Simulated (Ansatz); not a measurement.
A calculation with Ansatz (development build ahead of 0.2.0).

```yaml
crystal:
  periodic: [false, false, false]
  atoms:
    - { symbol: "N", position_ang: [-0.00538, -0.03821, 0.12333] }
    - { symbol: H, position_ang: [0.95683, 0.03365, -0.29793] }
    - { symbol: H, position_ang: [-0.47749, 0.83263, -0.2138] }
    - { symbol: H, position_ang: [-0.46555, -0.8483, -0.24095] }
basis:
  gaussian: { orbitals: aug-cc-pVDZ }
hamiltonian:
  xc: hf
correlation:
  method: mp2
  frozen_orbitals: { H: 0, "N": 1 }
```

The input is written out in the form of the current development build from the run's settings.

The run gave:

| Quantity | Value |
| --- | --- |
| Converged | yes |
| Reference energy | -56.20148 hartree |
| Correlation energy | -0.20100 hartree |
| Total energy | -56.40248 hartree |
| Spin squared of the determinant | 0.000 |
